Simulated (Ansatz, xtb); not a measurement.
## Relaxing a trial structure of H5Si3+

The starting geometry of this gas-phase singlet has its atoms placed at random.

```xyz
8

Si    0.8965    1.3338    1.1898
Si   -1.7305    0.7777   -0.4292
Si   -0.2422   -0.5348    0.5404
H    -1.2070   -0.6387    1.6293
H     0.3372    0.4007    2.2230
H     0.7382    1.9658    0.1188
H    -0.6574    0.6423    0.4989
H    -0.3224    1.9418   -0.2963
```

Task: Guess where an optimisation with r2SCAN-D4/def2-SVP ends from this start.

Result: It ends as a structure with H7 bridging Si1 and Si3, given below by its coordinates. Distances that change by over a tenth: Si1–H6 (1.25 → 1.48 Å), Si3–H7 (1.25 → 1.82 Å). Contacts that open: Si2–H7 (1.43 → 3.63 Å). Contacts that close: Si1–H7 (1.84 → 1.65 Å), Si2–H8 (1.83 → 1.53 Å).

The energy falls by 7.56 eV over 27 steps:

| step | E − E(last) (eV) |
| --- | --- |
| 1 | 7.558 |
| 4 | 2.146 |
| 7 | 0.469 |
| 10 | 0.250 |
| 13 | 0.162 |
| 15 | 0.114 |
| 18 | 0.071 |
| 21 | 0.009 |
| 24 | 0.001 |
| 27 | 0.000 |

Final geometry (Å):

| atom | x (Å) | y (Å) | z (Å) |
| --- | --- | --- | --- |
| Si | 0.8832 | 0.9946 | 1.4814 |
| Si | -1.4573 | 0.3403 | -1.7984 |
| Si | -0.7490 | -0.1070 | 0.4352 |
| H | -1.2297 | -1.1664 | 1.3678 |
| H | 1.3889 | 0.5422 | 2.7989 |
| H | 1.3939 | 2.2541 | 0.8952 |
| H | -0.7375 | 1.2462 | 1.6465 |
| H | -1.6799 | 1.7846 | -1.3517 |

From the same start GFN2-xTB ends elsewhere, at `[SiH][SiH2][SiH2+]`.

From so rough a start the end depends on the optimiser's path, so another program may land elsewhere. The end wasn't checked by frequencies. Run with Ansatz 0.2.0, 35 s on 1 thread of Intel(R) Xeon(R) 6975P-C (Granite Rapids) (shared host).
